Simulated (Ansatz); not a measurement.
We consider rutile MnO2, described by PBE+U (plane waves, PAW; Ansatz, a program for electronic structure).

Numerical settings: plane-wave cutoff 520 eV, 8×8×12 k mesh (along the axes of the cell as run), U_eff Mn 3.9 eV, spin-polarised with opposed moments, scalar-relativistic PAW data made under PBE.

Computed at the level's own relaxed cell.

Q: Give the computed elastic constant C12, elastic constant C11, Young modulus, elastic constant C13, elastic constant C33, elastic constant C44 and elastic constant C66.

A: 
- elastic constant C12 = 227 GPa
- elastic constant C11 = 242 GPa
- Young modulus = 210 GPa
- elastic constant C13 = 127 GPa
- elastic constant C33 = 427 GPa
- elastic constant C44 = 139 GPa
- elastic constant C66 = 217 GPa

Note: the collinear magnetic order is the start's and need not be the measured one.

Elastic constants are with the ions relaxed.

The computed numbers hold no vibrational or temperature effects.

Computing time: very roughly 80 core-minutes.
